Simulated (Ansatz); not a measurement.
Mulliken charges of ClHSi, SMILES `[SiH]Cl` from PBE/def2-TZVPP in Ansatz (PBE0-D4/def2-TZVP geometry).

```json
{"atom": "Si1", "x (Å)": "-0.546", "y (Å)": "0.551", "z (Å)": "-0.249", "charge (e)": "0.252"}
{"atom": "Cl2", "x (Å)": "1.270", "y (Å)": "0.331", "z (Å)": "0.735", "charge (e)": "-0.191"}
{"atom": "H3", "x (Å)": "-0.735", "y (Å)": "-0.946", "z (Å)": "-0.499", "charge (e)": "-0.061"}
```

Problem. By hand: the dipole of these point charges (1 e Å = 4.8032 D).

Solution. Σ q r = (-0.335, 0.133, -0.173) e Å, of length 0.400 e Å = 1.92 D.

Problem. How does the dipole of the full density compare? (An estimate is asked.)

Solution. Ansatz gave: (-0.145, -0.026, -0.083) e Å, 0.81 D; the point charges give 2.37 times that, at 28° from its direction.

Point charges leave out the atoms' own dipoles, such as those of lone pairs, and Mulliken's split depends on the basis, so the two needn't agree.
